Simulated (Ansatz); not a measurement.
`[SiH3][AlH][PH2]` + NH₃ → `[NH2][AlH][SiH3]` + PH₃ at 400 K and 1 bar (cleavage of the Al–P bond).

Isolated molecules relaxed with PBE0-D4/def2-TZVP in Ansatz; ΔE leaves out vibrations. CCSD(T)/CBS adds triple-zeta CCSD(T) − MP2 to the extrapolated MP2 energy (def2 sets, frozen cores). This one scheme is used for every species. Each species was taken in one conformer, which may not be the lowest.

```tsv
species	CCSD(T)/CBS energy (Eh)	H − E (kJ/mol)	S (J/(mol·K))
`[SiH3][AlH][PH2]`	-875.62424	160.4	390.9
NH₃	-56.50880	104.2	203.1
`[NH2][AlH][SiH3]`	-589.42853	180.5	361.0
PH₃	-342.72256	77.1	221.7
```

H − E and S are ideal-gas, rigid-rotor, harmonic terms from PBE0-D4/def2-TZVP, for one conformer and one mirror image of each species. 1 Eh = 2625.50 kJ/mol, R = 8.31446 J/(mol·K).

Problem. By hand: ΔE, ΔH, ΔS and ΔG.

Solution. ΔE = (-589.42853) + (-342.72256) − (-875.62424) − (-56.50880) = -0.01805 Eh = -47.4 kJ/mol. Δ(H − E) = 180.5 + 77.1 − 160.4 − 104.2 = -7.0, so ΔH = -54.4 kJ/mol. ΔS = 361.0 + 221.7 − 390.9 − 203.1 = -11.3 J/(mol·K). ΔG = -54.4 − 400 × (-11.3)/1000 = -49.9 kJ/mol.

Problem. By hand: the equilibrium constant, and the temperature at which ΔG would vanish if ΔH and ΔS stayed fixed.

Solution. log₁₀ K = −ΔG/(RT ln 10) = 6.5. ΔG = 0 at ΔH/ΔS = 4814 K, far beyond where these terms or the molecules hold.

The number of gas molecules stays the same, so ΔS is small and ΔH decides. A doubt of 5 kJ/mol in ΔE shifts log₁₀ K by 0.7 here. Other conformers and mirror images would add mixing entropy, several J/(mol·K) or more a flexible species. Modes under 60 cm⁻¹, often nearly free rotors, make the harmonic entropy too high. These are equilibria of isolated gas molecules and say nothing of rates. Largest T1 diagnostic: 0.014 (customary marks: 0.02 for closed shells, 0.045 for open ones).
